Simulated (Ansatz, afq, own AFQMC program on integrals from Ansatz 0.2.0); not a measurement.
Where AFQMC and coupled cluster stand for Al, doublet

A free Al atom.

Basis def2-SVP. Noble-gas cores (and the filled d shells of Ga–Kr and In–Xe) are frozen. Ansatz 0.2.0 and our own AFQMC program on the same integrals; the CISD trial comes from CCSD amplitudes, and released means the phaseless constraint is let go. Free projection: walkers drawn from exp(T), propagated without any constraint. Its projection time is finite, and what remains of the start isn't in its error. Uncertainties: one standard error, sampling alone.

Determinant: UHF, the one that the program's search chose, which needn't be the lowest solution.

Full CI on the same integrals is exact in this basis and with this determinant's frozen core.

The T1 diagnostic is 0.0134, the weight of the determinant in the CISD state is 0.942 and the ⟨S²⟩ of the determinant is 0.758. The size of the correlated space is 3 electrons in 13 orbitals.

Reference: full CI, correlation energy -1.208 eV. The released energy is read at 2.40 1/Eh (meV from the phaseless value at times in 1/Eh: -0.5 ± 0.4 at 0.24, -1.1 ± 0.4 at 0.51, -1.5 ± 0.3 at 0.99, -1.5 ± 0.3 at 1.62, -1.97 ± 0.25 at 2.40).

```json
{"level": "HF", "E − E(reference) (kJ/mol)": "116.5", "share of correlation (%)": "0.00"}
{"level": "MP2", "E − E(reference) (kJ/mol)": "40.3", "share of correlation (%)": "65.44"}
{"level": "CCSD", "E − E(reference) (kJ/mol)": "2.2", "share of correlation (%)": "98.13"}
{"level": "CCSD(T)", "E − E(reference) (kJ/mol)": "0.7", "share of correlation (%)": "99.43"}
{"level": "CCSDT", "E − E(reference) (kJ/mol)": "0.0", "share of correlation (%)": "100.00"}
{"level": "CCSDT(Q)", "E − E(reference) (kJ/mol)": "0.0", "share of correlation (%)": "100.00"}
{"level": "CCSDTQ", "E − E(reference) (kJ/mol)": "0.0", "share of correlation (%)": "100.00"}
{"level": "ph-AFQMC/HF", "E − E(reference) (kJ/mol)": "4.5 ± 1.4", "share of correlation (%)": "96.14"}
{"level": "ph-AFQMC/CISD", "E − E(reference) (kJ/mol)": "0.2 ± 0.05", "share of correlation (%)": "99.83"}
{"level": "released AFQMC", "E − E(reference) (kJ/mol)": "0.0 ± 0.02", "share of correlation (%)": "100.00"}
{"level": "free AFQMC", "E − E(reference) (kJ/mol)": "0.0 ± 0.01", "share of correlation (%)": "100.00"}
```

CCSDT and higher add their correlation energy to the determinant of the CCSD(T) run, since their own runs factorise the integrals more tightly (a shift of under 2 meV). Free projections are given only where their last times agree within the noise and don't stop above the reference; a slow remainder of the start can still hide under it. A walk keeps the symmetry of its determinant, which the program's search chose and which needn't be the lowest solution, so a lower state of the same spin and another symmetry isn't excluded. Released energies are given only where the last usable release times agree within the noise; a slower fall can still hide under it.
